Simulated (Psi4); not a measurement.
# AlH3O (SMILES [H][Al]([H])[OH]): B3LYP/6-31G(d) (Cartesian functions)

Aim: the vertical ionisation energy of AlH3O at B3LYP/6-31G* (Cartesian functions), from 2 runs. Input form: a Python script.

The calculation is run with Psi4 1.11.

8 further runs of the same task are left out: 8 that didn't finish.

## Step 1: The structure to begin with

AlH3O: 5 atoms, total charge 0, spin state singlet. SMILES: `[H][Al]([H])[OH]`. The shape comes from GFN2-xTB, which is rough for such elements, and wasn't checked as a minimum.

Bond lengths: Al1–O4 1.636 Å, Al1–H2 1.532 Å, Al1–H3 1.531 Å, O4–H5 0.949 Å. Angles: Al1–O4–H5 179.6°, H2–Al1–O4 120.0°, H3–Al1–O4 120.0°, H2–Al1–H3 120.0°.

## Step 2: Energy and gradient at B3LYP/6-31G(d) (Cartesian functions)

Input file alh3o.xyz:

```xyz
5
AlH3O
Al     0.271770     0.451120    -0.109270
H      1.798980     0.417230    -0.221380
H     -0.481020     1.769010    -0.311810
O     -0.555450    -0.920030     0.226660
H     -1.034280    -1.717330     0.415800
```

Input file alh3o.py:

```python
import psi4

psi4.set_memory(1600000000)
psi4.set_num_threads(1)
psi4.core.set_output_file('psi4.out', False)

with open('alh3o.xyz') as f:
    atoms = ''.join(f.readlines()[2:])
mol = psi4.geometry('0 1\n' + atoms + 'symmetry c1')

psi4.set_options({
    'reference': 'rks',
    'puream': False,
    'e_convergence': 1e-09,
    'd_convergence': 1e-08,
    'scf_type': 'pk',
    'dft_radial_points': 99,
    'dft_spherical_points': 590,
})

E = psi4.gradient("b3lyp/6-31G*", molecule=mol)
print('gradient / Eh bohr^-1')
print(E.np.round(6))
for k, v in sorted(psi4.core.scalar_variables().items()):
    print(f'{k:45s} {v:18.10f}')
```

The run is started by

```sh
$ python alh3o.py
```

psi4.out:

```text
[...]
  Running in c1 symmetry.
[...]
  Nuclear repulsion =   53.319648554988760
[...]
  Multiplicity = 1
[...]
  Nalpha       = 12
  Nbeta        = 12
[...]
    Number of basis functions: 40
[...]
   @RKS iter   1:  -319.25815467589331   -3.42562e-01   1.89420e-02 ADIIS/DIIS
[...]
   @RKS iter   9:  -319.47954510766056   -1.42109e-11   6.63845e-09 DIIS
[...]
    Orbital Energies [Eh]
    ---------------------
    Doubly Occupied:
       1A    -56.035523     2A    -19.130612     3A     -4.127382
       4A     -2.684412     5A     -2.679224     6A     -2.676459
       7A     -0.970798     8A     -0.539047     9A     -0.372604
      10A     -0.334759    11A     -0.324994    12A     -0.278133
[...]
  @RKS Final Energy:  -319.47954510766056
   => Energetics <=
    Nuclear Repulsion Energy =             53.3196485549887598
    One-Electron Energy =                -548.8762776064411355
    Two-Electron Energy =                 199.0357685722454733
    DFT Exchange-Correlation Energy =     -22.9586846284536357
    Empirical Dispersion Energy =           0.0000000000000000
    VV10 Nonlocal Energy =                  0.0000000000000000
    Total Energy =                       -319.4795451076605559
[...]
 Multipole Moments:
 ------------------------------------------------------------------------------------
     Multipole            Electronic (a.u.)      Nuclear  (a.u.)        Total (a.u.)
 ------------------------------------------------------------------------------------
 L = 1.  Multiply by 2.5417464519 to convert [e a0] to [Debye]
 Dipole X            :         -0.3572466            0.0632259           -0.2940207
 Dipole Y            :         -0.5920272            0.1018853           -0.4901420
 Dipole Z            :          0.1461298           -0.0305793            0.1155505
 Magnitude           :                                                    0.5831288
[...]
  -Total Gradient:
     Atom            X                  Y                   Z
    ------   -----------------  -----------------  -----------------
       1       -0.005136044453    -0.008249392061     0.002082858583
       2       -0.016622872262     0.001874629124     0.000903646081
       3        0.009598403005    -0.013777472214     0.001964488734
       4        0.011516774373     0.019028008311    -0.004680419347
       5        0.000645647722     0.001127393734    -0.000271375835
[...]
```

The script printed:

```text
gradient / Eh bohr^-1
[[-0.005136 -0.008249  0.002083]
 [-0.016623  0.001875  0.000904]
 [ 0.009598 -0.013777  0.001964]
 [ 0.011517  0.019028 -0.00468 ]
 [ 0.000646  0.001127 -0.000271]]
CURRENT ENERGY                                   -319.4795451077
CURRENT REFERENCE ENERGY                         -319.4795451077
DD SOLVATION ENERGY                                 0.0000000000
DFT FUNCTIONAL TOTAL ENERGY                      -319.4795451077
DFT TOTAL ENERGY                                 -319.4795451077
DFT VV10 ENERGY                                     0.0000000000
DFT XC ENERGY                                     -22.9586846285
GRID ELECTRONS ALPHA                               12.0000000447
GRID ELECTRONS BETA                                12.0000000447
GRID ELECTRONS TOTAL                               24.0000000893
NUCLEAR REPULSION ENERGY                           53.3196485550
ONE-ELECTRON ENERGY                              -548.8762776064
PCM POLARIZATION ENERGY                             0.0000000000
PE ENERGY                                           0.0000000000
SCF ITERATION ENERGY                             -319.4795451077
SCF ITERATIONS                                      9.0000000000
SCF TOTAL ENERGY                                 -319.4795451077
TWO-ELECTRON ENERGY                               199.0357685722
XC GRID RADIAL POINTS                              99.0000000000
XC GRID SPHERICAL POINTS                          590.0000000000
XC GRID TOTAL POINTS                           280667.0000000000
```

Wall time 15 s (1 thread of Intel Xeon at 2.50GHz (Skylake/Cascade Lake), shared host); peak memory 0.53 GiB.

## Step 3: The doublet cation at the same level

Input file job.py:

```python
import psi4

psi4.set_memory('1600 MB')
psi4.set_num_threads(1)
psi4.core.set_output_file('psi4.out', False)

geom = psi4.geometry("""
1 2
Al     0.51357087     0.85249325    -0.20649037
H      3.39957950     0.78845043    -0.41834757
H     -0.90899606     3.34294441    -0.58923550
O     -1.04964838    -1.73860473     0.42832532
H     -1.95450594    -3.24528337     0.78574812
units au
symmetry c1
no_reorient
no_com
""")

psi4.set_options({
    'basis': '6-31G*',
    'reference': 'uks',
    'puream': False,
    'e_convergence': 1e-09,
    'd_convergence': 1e-08,
    'scf_type': 'pk',
    'dft_radial_points': 99,
    'dft_spherical_points': 590,
    'maxiter': 200,
})

e, wfn = psi4.gradient("b3lyp", return_wfn=True)
print('gradient / Eh bohr^-1')
print(e.np.round(6))
print(f'energy = {wfn.energy():.10f} Eh')
for k, v in sorted(psi4.core.scalar_variables().items()):
    print(f'{k:45s} {v:18.10f}')
```

The run is started by

```sh
$ python job.py
```

psi4.out:

```text
[...]
  Running in c1 symmetry.
[...]
  Nuclear repulsion =   53.319648531384388
[...]
  Multiplicity = 2
[...]
  Nalpha       = 12
  Nbeta        = 11
[...]
    Number of basis functions: 40
[...]
   @UKS iter   1:  -318.88068166026659    3.49106e-02   1.82724e-02 DIIS/ADIIS
[...]
   @UKS iter  13:  -319.10015329021587   -1.93268e-12   8.93139e-09 DIIS
[...]
   @S^2 Observed:                7.632217528E-01
[...]
    Orbital Energies [Eh]
    ---------------------
    Alpha Occupied:
       1A    -56.333098     2A    -19.439868     3A     -4.423893
       4A     -2.979286     5A     -2.975538     6A     -2.975286
       7A     -1.267934     8A     -0.822826     9A     -0.679770
      10A     -0.645022    11A     -0.609248    12A     -0.598624
    Alpha Virtual:
      13A     -0.261300    14A     -0.213813    15A     -0.156538
      16A     -0.089378    17A     -0.082754    18A     -0.079537
      19A     -0.010966    20A     -0.003286    21A      0.050428
      22A      0.194518    23A      0.267615    24A      0.330036
      25A      0.330532    26A      0.489100    27A      0.664768
[...]
  @UKS Final Energy:  -319.10015329021587
   => Energetics <=
    Nuclear Repulsion Energy =             53.3196485313843880
    One-Electron Energy =                -541.8907979081792519
    Two-Electron Energy =                 192.1502039808169116
    DFT Exchange-Correlation Energy =     -22.6792078942378801
    Empirical Dispersion Energy =           0.0000000000000000
    VV10 Nonlocal Energy =                  0.0000000000000000
    Total Energy =                       -319.1001532902158715
[...]
 Multipole Moments:
 ------------------------------------------------------------------------------------
     Multipole            Electronic (a.u.)      Nuclear  (a.u.)        Total (a.u.)
 ------------------------------------------------------------------------------------
 L = 1.  Multiply by 2.5417464519 to convert [e a0] to [Debye]
 Dipole X            :          1.3098367           -1.1846882            0.1251485
 Dipole Y            :          2.1446383           -1.9403141            0.2043241
 Dipole Z            :         -0.5732607            0.5203928           -0.0528679
 Magnitude           :                                                    0.2453681
[...]
  -Total Gradient:
     Atom            X                  Y                   Z
    ------   -----------------  -----------------  -----------------
       1        0.002126412934     0.003696343500    -0.000871710802
       2       -0.027242369955     0.000964046627     0.001914875583
       3        0.013801864086    -0.023469684782     0.003562494690
       4        0.001236624560     0.002068230066    -0.000610563835
       5        0.010078771160     0.016743222786    -0.003995656130
[...]
```

Standard output:

```text
gradient / Eh bohr^-1
[[ 0.002126  0.003696 -0.000872]
 [-0.027242  0.000964  0.001915]
 [ 0.013802 -0.02347   0.003562]
 [ 0.001237  0.002068 -0.000611]
 [ 0.010079  0.016743 -0.003996]]
energy = -319.1001532902 Eh
CURRENT ENERGY                                   -319.1001532902
CURRENT REFERENCE ENERGY                         -319.1001532902
DD SOLVATION ENERGY                                 0.0000000000
DFT FUNCTIONAL TOTAL ENERGY                      -319.1001532902
DFT TOTAL ENERGY                                 -319.1001532902
DFT VV10 ENERGY                                     0.0000000000
DFT XC ENERGY                                     -22.6792078942
GRID ELECTRONS ALPHA                               12.0000000472
GRID ELECTRONS BETA                                11.0000000405
GRID ELECTRONS TOTAL                               23.0000000876
NUCLEAR REPULSION ENERGY                           53.3196485314
ONE-ELECTRON ENERGY                              -541.8907979082
PCM POLARIZATION ENERGY                             0.0000000000
PE ENERGY                                           0.0000000000
SCF ITERATION ENERGY                             -319.1001532902
SCF ITERATIONS                                     13.0000000000
SCF TOTAL ENERGY                                 -319.1001532902
TWO-ELECTRON ENERGY                               192.1502039808
XC GRID RADIAL POINTS                              99.0000000000
XC GRID SPHERICAL POINTS                          590.0000000000
XC GRID TOTAL POINTS                           280671.0000000000
```

It took 30 s on 1 thread of Intel Xeon at 2.50GHz (Skylake/Cascade Lake), shared host; peak memory 0.53 GiB.

## Step 4: What came out

Level: B3LYP/6-31G* (Cartesian functions).

```
                                          quantity          value
                       singlet AlH3O: total energy  -319.47955 Eh
                      singlet AlH3O: dipole moment         1.48 D
                        singlet AlH3O: HOMO energy       -7.57 eV
                        singlet AlH3O: LUMO energy       -0.75 eV
                      singlet AlH3O: HOMO–LUMO gap        6.82 eV
           singlet AlH3O: largest force on an atom     1.169 eV/Å
                      doublet cation: total energy  -319.10015 Eh
doublet cation: HOMO energy (highest over α and β)      -15.77 eV
 doublet cation: LUMO energy (lowest over α and β)      -13.09 eV
                              doublet cation: ⟨S²⟩          0.763
          doublet cation: largest force on an atom     1.412 eV/Å
vertical ionisation energy (to the doublet cation)      10.324 eV
```

What this shows: The vertical ionisation energy comes to 10.32 eV (238 kcal/mol). The largest force (singlet AlH3O) is 1.17 eV/Å: the shape isn't a stationary point for this species at this level. The negative HOMO energy of the first species, 7.57 eV, lies 2.76 eV below that difference.
